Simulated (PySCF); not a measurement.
C3H7S (doublet state).
Structure used (GFN2-xTB), in Å, numbered top down from 1:
```xyz
11
C3H7S angstrom
C      0.8791   -0.8901   -0.1072
C      0.0709    0.3471    0.0574
C     -1.3532    0.2507    0.4714
S      0.5063    1.7685   -0.8514
H      0.6748   -1.5726    0.7173
H      0.6399   -1.4172   -1.0392
H      1.9464   -0.6675   -0.1192
H     -1.7479    1.2362    0.7116
H     -1.4444   -0.3919    1.3472
H     -1.9837   -0.1780   -0.3172
H      1.8173    1.5175   -0.8966
```

The hyperfine couplings belong to this conformer and change with its torsions.

Identity: `C[C](C)S` [radical].

Theory: UKS B3LYP, pcH-1 on C H S, non-relativistic, mean-field spin-orbit, GIAO in PySCF 2.14.0. One conformer (not necessarily the lowest) at the GFN2-xTB geometry, without solvent, vibrations or thermal averaging. Couplings are sensitive to structure, and on GFN2-xTB geometries they can be far from those on DFT ones. No stability test was run, so a lower SCF solution isn't excluded.

Largest spin populations (Mulliken): C2 (+0.83), S4 (+0.13), C3 (-0.07) and H6 (+0.06). C2 is the only atom above +0.15. The positive populations add up to 1.13 and the negative ones to -0.13, together 2S = 1. The angles at C2 add up to 354.8°, so it is nearly planar.

Q: How do the β-proton couplings of this frozen conformer go with θ, the angle between the C–H bond and the normal to the plane of the spin centre's three neighbours, both seen down the bond from centre to carbon?

A: 
| β H | on | centre | θ (°) | cos²θ | a (G) |
| --- | --- | --- | --- | --- | --- |
| H5 | C1 | C2 | 61 | 0.23 | +7.18 |
| H6 | C1 | C2 | 0 | 1.00 | +41.43 |
| H7 | C1 | C2 | 59 | 0.26 | +10.77 |
| H8 | C3 | C2 | 66 | 0.16 | +6.44 |
| H9 | C3 | C2 | 54 | 0.34 | +14.84 |
| H10 | C3 | C2 | 6 | 0.99 | +41.89 |

Fitting the Heller–McConnell form a = ρ(B0 + B2 cos²θ), with Mulliken ρ = 0.83, gives B0 = -1.2 G and B2 = 51.5 G, with a largest miss of 1.9 G. By this fit the coupling would be 42.0 G at θ = 0° and -1.0 G at 90°.

Q: What would the freely rotating methyl group on C1 show?

A: Three equal couplings, a 1:3:3:1 quartet. The mean of the three values of this geometry estimates the splitting: 19.8 G, or 55.5 MHz (three bonds 120° apart have a mean cos²θ of 1/2 at any torsion).

Couplings in gauss use g_iso = 2.0039.
